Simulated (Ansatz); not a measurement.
Ideal-gas functions of C$_{2}$F$_{3}$N, SMILES `N#CC(F)(F)F` at 600 K and 1 bar, from an Ansatz frequency run at PBE0-D4/def2-TZVP.

Molar mass 95.02 g/mol, point group C3v (symmetry number 3), electronic degeneracy 1, moments of inertia 88.344, 170.532, 170.532 u Å². Harmonic wavenumbers (cm⁻¹, unscaled): 197, 197, 472, 472, 526, 637, 637, 826, 1232, 1232, 1250, 2412.

Use S(trans) = R[1.5 ln M + 2.5 ln T − 1.1517]; rotational temperatures θ = 24.2544 K / I; S(rot) = R[ln(√π/σ · √(T³/θAθBθC)) + 1.5]; for each mode x = 1.438777 ν̃/T, S = R[x/(eˣ − 1) − ln(1 − e⁻ˣ)] and H = RT x/(eˣ − 1); 1 cm⁻¹ = 0.0119627 kJ/mol; R = 8.31446 J/(mol·K).

Task: By hand: the entropy, in J/(mol·K).

Result: Translation 180.2. Rotation: θ = 0.2745, 0.1422, 0.1422 K, giving 109.5. Vibration, mode by mode: 14.63, 14.63, 7.71, 7.71, 6.91, 5.56, 5.56, 3.87, 1.80, 1.80, 1.74, 0.17, in all 72.1. Electronic 0.0. Sum 361.8 J/(mol·K).

Task: By hand: H − E and G − E in kJ/mol, counted from the electronic energy.

Result: Zero-point energy ½ × 10090 × 0.0119627 = 60.4; thermal vibration 24.0; translation, rotation and pV give 4 RT = 20.0. H − E = 104.4 kJ/mol, and G − E = 104.4 − 600 × 361.8/1000 = -112.7 kJ/mol.

Vibration gives 20 % of the entropy.
